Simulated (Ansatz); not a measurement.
Results of RPBE (PAW; Ansatz, a program for electronic structure) for bcc Nb.

Run with plane-wave cutoff 520 eV, 24×24×24 k mesh, Fermi–Dirac smearing 0.05 eV, no spin polarisation, scalar-relativistic PAW data made under PBE.

Pressure at four volumes; x = ln(V/18.446 Å³). One pressure is withheld.

| V (Å³/atom) | x | P (GPa) |
|---|---|---|
| 17.339 | -0.0619 | ? |
| 17.708 | -0.0408 | 7.14 |
| 18.446 | 0.0000 | 0.02 |
| 19.553 | 0.0583 | -8.43 |

Q: Pass a parabola P(x) through the three rows shown, estimate the bulk modulus and its pressure derivative near zero pressure, and predict the withheld pressure.

A: Slopes between the rows: (0.02 − (7.14))/(0.0000 − (-0.0408)) = -174.51 and (-8.43 − (0.02))/(0.0583 − (0.0000)) = -144.94 GPa. Their difference over the span 0.0991 is c = 29.57/0.0991 = 298.4 GPa, so P(x) = 7.14 + (-174.51)(x − (-0.0408)) + 298.4 (x − (-0.0408))(x − (0.0000)). At the middle row B = −dP/dx = −[-174.51 + 298.4 × 0.0408] = 162.3 GPa, and B′ = dB/dP = 2c/B = 3.7. At x = -0.0619 the parabola gives 11.21 GPa; the run gives 11.24 GPa. The Birch–Murnaghan fit to the energies at all volumes has B0 = 162 GPa and B′ = 3.7.

Measured, for comparison: bulk modulus 173 GPa (0 K value with the zero-point phonon effect removed; as tabulated in Mejia-Rodriguez and Trickey (2018), arXiv:1807.09216). Computed (rounded) less measured: bulk modulus -6 %.
